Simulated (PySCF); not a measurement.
N-methyl-1,3-propanediamine, C₄H₁₂N₂.
Numbering: `[CH3:1][NH:2][CH2:3][CH2:4][CH2:5][NH2:6]` (hydrogens: H7, H8, H9 on C1; H10 on N2; H11, H12 on C3; H13, H14 on C4; H15, H16 on C5; H17, H18 on N6)

Computed with PBE0-D3(BJ)/def2-SVP geometry optimisation, gas phase (PySCF 2.14.0).

Question: List the bond lengths, angles and torsions at this level.

Answer: 
```
          bond  length (Å)   order
         C1–N2       1.440  single
         N2–C3       1.446  single
         C3–C4       1.534  single
         C4–C5       1.523  single
         C5–N6       1.456  single
  C1–H7, C1–H9       1.102  single
         C1–H8       1.114  single
        N2–H10       1.021  single
C3–H11, C3–H12       1.105  single
C4–H13, C4–H14       1.104  single
C5–H15, C5–H16       1.108  single
N6–H17, N6–H18       1.019  single
```

Bonds in one row agree within 0.01 Å and their mean is given. Orders are formal, as drawn. A selection of angles:
```
     angle  degrees
  N2–C1–H7    110.1
  N2–C1–H8    115.8
  H7–C1–H8    106.7
  C1–N2–C3    114.8
 C1–N2–H10    109.7
 C3–N2–H10    107.6
  N2–C3–C4    116.9
 N2–C3–H11    108.4
 C4–C3–H11    108.1
 C4–C3–H12    109.0
H11–C3–H12    105.8
  C3–C4–C5    114.2
 C3–C4–H13    109.0
 C5–C4–H13    108.2
 C5–C4–H14    109.4
H13–C4–H14    105.5
  C4–C5–N6    111.9
 C4–C5–H15    108.5
 N6–C5–H15    107.8
 N6–C5–H16    113.5
H15–C5–H16    106.0
 C5–N6–H17    110.8
 C5–N6–H18    110.0
H17–N6–H18    106.3
```

Dihedral angles: C1–N2–C3–C4 71° (synclinal); N2–C3–C4–C5 67° (synclinal); C3–C4–C5–N6 -64° (synclinal). The mirror-image conformer, all signs reversed, is as good.

Of the pairs four or more bonds apart, those above aside, N2···N6 is among the closest relative to their van der Waals radii: 2.98 Å, 96 % of the sum of Bondi's values. N2 (secondary amine nitrogen) is pyramidal (angles 114.8°, 109.7° and 107.6°, sum 332.1°, 0.40 Å off the plane of its three neighbours). H10 on N2 lies 2.21 Å from N6, 5 bonds away (angle at H 130°; Bondi radii sum to 2.75 Å). N6 (primary amine nitrogen) is pyramidal (angles 110.8°, 110.0° and 106.3°, sum 327.1°, 0.39 Å off the plane of its three neighbours).

Point group: C1 (no symmetry element, even within 0.4 Å). No PBE0-D3(BJ)/def2-SVP frequencies stand behind this structure, so it isn't proved a minimum. The numbers are those of one conformer (C1–N2–C3–C4 71°, N2–C3–C4–C5 67°, C3–C4–C5–N6 -64°, C4–C5–N6–H 177° and -65°).
